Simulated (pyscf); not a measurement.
A first-order saddle from PySCF, ωB97X-D3(BJ)/def2-SVP:

```
Si
F 1 1.6051
F 1 1.6064 2 105.79
O 1 1.6422 2 107.29 3 122.32
H 4 1.2049 1 115.59 2 167.99
O 5 1.1271 4 138.51 1 3.47
H 6 0.9766 5 102.98 4 -64.94
O 1 1.6440 2 111.43 3 -118.82
H 8 0.9631 1 118.69 2 74.06
```
Charge 0, spin multiplicity 2.

Surface: doublet, charge 0. Lowest wavenumbers (cm⁻¹): 1647i, 55, 128, 181, 234.

Task: What reaction is this the transition state of?

Result: `[OH][Si]([OH])([F])[F]` + `[OH]` [doublet] <-> `[O][Si]([OH])([F])[F]` [doublet] + `[OH2]`, a hydrogen abstraction read from left to right: H–O broken and H–O formed. At ωB97M-D3(BJ)/def2-TZVP it lies +32.1 kJ/mol from the left side and +8.2 kJ/mol from the right (each side as separated species at their lowest minima found). On the reactant side the descent ends in a complex, 32.9 kJ/mol under the separated species and 63.8 kJ/mol under the saddle at ωB97X-D3(BJ)/def2-TZVP. On the product side the descent ends in an adduct with a O–Si contact, 37.9 kJ/mol under the separated species and 44.4 kJ/mol under the saddle at ωB97X-D3(BJ)/def2-TZVP. This is the saddle that the search found; another between the same sides may lie lower. The angle at the transferred H is 139°. Left out: the spin-orbit lowering of OH.
